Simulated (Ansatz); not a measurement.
Mulliken charges of `FCCl` from ωB97M-V/def2-TZVPP in Ansatz (PBE0-D4/def2-TZVP geometry).

```tsv
atom	x (Å)	y (Å)	z (Å)	charge (e)
F1	-0.961	0.545	0.758	-0.192
C2	0.093	0.075	0.050	0.013
Cl3	-0.412	-1.248	-1.006	-0.097
H4	0.842	-0.317	0.738	0.138
H5	0.487	0.871	-0.580	0.138
```

By hand: the dipole of these point charges (1 e Å = 4.8032 D).

Σ q r = (0.409, 0.094, -0.025) e Å, of length 0.420 e Å = 2.02 D.

How does the dipole of the full density compare? (Best estimate.)

Computed: (0.346, 0.129, 0.023) e Å, 1.78 D; the point charges give 1.13 times that, at 10° from its direction.

Point charges leave out the atoms' own dipoles, such as those of lone pairs, and Mulliken's split depends on the basis, so the close match here is no proof of good charges.
